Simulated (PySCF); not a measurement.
## How the method changes the constants of NaCl

State: ¹Σ⁺ (singlet), closed shell. Set-up: PySCF, no relativity, basis sets Na aug-cc-pVDZ, Cl aug-cc-pV(D+d)Z. De refers to Na + Cl in their high-spin ground configurations, without counterpoise correction. A positive dipole means Na(−)Cl(+).

| Level | Re (Å) | ωe (cm⁻¹) | De (eV) | μ (D) | CPU s a point (SCF and correlation, without the integrals) |
| --- | --- | --- | --- | --- | --- |
| RHF | 2.407 | 355 | 3.07 | -9.55 | 0.12 |
| RHF-MP2 | 2.409 | 342 | 4.14 | n/a | 0.18 |
| RHF-SCS-MP2 | 2.409 | 342 | 4.05 | n/a | n/a |
| RHF-CCSD | 2.408 | 343 | 3.96 | n/a | n/a |
| RHF-CCSD(T) | 2.411 | 341 | 4.01 | n/a | 2.1 |
| LDA | 2.347 | 363 | 4.48 | -8.59 | 0.32 |
| PBE | 2.389 | 349 | 4.08 | -8.75 | 0.58 |
| r²SCAN | 2.385 | 356 | 4.23 | -9.10 | 0.75 |
| TPSSh | 2.389 | 352 | 4.15 | -8.97 | 0.88 |
| B3LYP | 2.384 | 354 | 4.01 | -8.92 | 0.68 |
| PBE0 | 2.379 | 358 | 4.06 | -9.01 | 1.4 |
| HSE06 | 2.380 | 357 | 4.06 | -9.00 | 1.1 |

Problem. Which functional lies closest to RHF-CCSD(T) in De, which farthest, and by how much do they differ from it?

Solution. Closest is B3LYP (-2.7 pm in Re, +3.8 % in ωe, +0.00 eV in De against RHF-CCSD(T) in the same basis), farthest LDA (-6.4 pm in Re, +6.5 % in ωe, +0.47 eV in De). CCSD(T) converges more slowly with the basis than the functionals do and binds too weakly in this one, so the order can change at the basis-set limit.

Problem. What does the step from GGA to meta-GGA do here, going from PBE to r²SCAN?

Solution. r²SCAN less PBE: -0.4 pm in Re, +2.0 % in ωe, +0.15 eV in De. 

Problem. What does the gradient correction do here, going from LDA to PBE?

Solution. PBE less LDA: +4.2 pm in Re, -3.9 % in ωe, -0.40 eV in De. The gradient correction favours the more uneven density of free atoms, so it tends to lengthen bonds and takes away much of the overbinding of LDA; so it does here.

Correlated steps freeze 6 core orbitals. Correlated levels converge slowly with the basis: in double zeta they bind strong bonds too weakly, by up to about 1 eV, and carry superposition errors of some tenths. Where the molecule has an RHF reference, its open-shell atoms are computed with UHF.

The whole job (state search and all levels along the bond) took about 1.8 min on 1 thread of Oxide Virtual Turin-like (shared host), peak memory 0.72 GiB.
